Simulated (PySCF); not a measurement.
Stepwise substitution at one centre (Al F-H). Isolated molecules, 0 K electronic values unless said otherwise. Strings in code marks are SMILES.

The brightest of the four lowest singlets (TDA) from two functionals at the same geometries (B3LYP-D3(BJ)/def2-TZVP), both in PySCF: PBE-D3(BJ)/def2-TZVP and ωB97X-D3(BJ)/def2-TZVP. Excitations are Tamm–Dancoff values on a coarser integration grid. The basis has no diffuse functions, so Rydberg states are missing or too high.

| species | PBE-D3(BJ)/def2-TZVP (eV) | ωB97X-D3(BJ)/def2-TZVP (eV) |
|---|---|---|
| 0 of 3 F replaced by H (`[F][Al]([F])[F]`) | 8.04 | 9.61 |
| 1 of 3 F replaced by H (`[F][AlH][F]`) | 8.10 | 9.24 |
| 2 of 3 F replaced by H (`[F][AlH2]`) | 7.41 | 8.57 |

Over these rows, drawn at random from the members with no instability flagged (it was tested for open shells, ions and some series alone), PBE minus ωB97X-D3(BJ): mean -1.29 eV, from -1.57 eV to -1.14 eV.
